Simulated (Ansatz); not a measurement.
## Relative stability

Two relaxed structures of C$_{2}$H$_{6}$N (charge -1), closed shell (PBE0-D4/def2-TZVPD; forces vanish, vibrations not checked).

A:

C1  (-0.473, 0.723, -0.659)
C2  (0.410, -0.467, -0.415)
N3  (0.022, -1.043, 0.882)
H4  (-1.526, 0.440, -0.804)
H5  (-0.156, 1.278, -1.552)
H6  (-0.491, 1.476, 0.191)
H7  (1.454, -0.089, -0.382)
H8  (0.232, -0.417, 1.687)
H9  (0.529, -1.901, 1.052)
(Å)

B:

```xyz
9
angstrom
C -0.4103 0.6351 -0.5496
C 0.2683 -0.6851 -0.4369
N 0.4591 -1.2223 0.9615
H -1.2841 0.6396 -1.2099
H 0.2521 1.4717 -0.8015
H -0.2983 -1.4713 -0.9600
H 1.2899 -0.7152 -0.8641
H -0.4424 -1.0317 1.4027
H 1.0516 -0.5317 1.4220
```

Computed with Ansatz 0.2.0 (basis: def2-TZVPPD); correlated methods freeze the cores. B3LYP uses VWN-RPA correlation.

Which structure is lower at CCSD(T), and by how much? (To be estimated.)

The calculation gives: B, by 0.355 eV (electronic energy, against the other). By their contacts, A is C₂H₆N ([CH3][CH][NH2]), total charge -1 and B is C₂H₆N ([CH2][CH2][NH2]), total charge -1.

All methods give the same order:

| method | E(B) − E(A) (eV) |
| --- | --- |
| PBE-D4 | -0.318 |
| r2SCAN-D4 | -0.308 |
| PBE0-D4 | -0.326 |
| B3LYP-D4 | -0.316 |
| wB97M-V | -0.345 |
| HF | -0.294 |
| MP2 | -0.371 |
| CCSD | -0.342 |
| CCSD(T) | -0.355 |

No T1 diagnostic of these runs exceeds 0.017.

Labels in which every atom is bracketed show which atoms are joined, not bond orders.

For scale, one of the runs: CCSD(T)/def2-TZVPPD, 213 basis functions, launched by `ansatz run in.yaml --threads 2 --pin off --events-out ev --progress --plain --max-ram 4352MiB`. Time: 66 s of wall clock on 2 CPU threads of an Arm Neoverse V2; the host was shared. Peak host memory: 3.2 GiB.
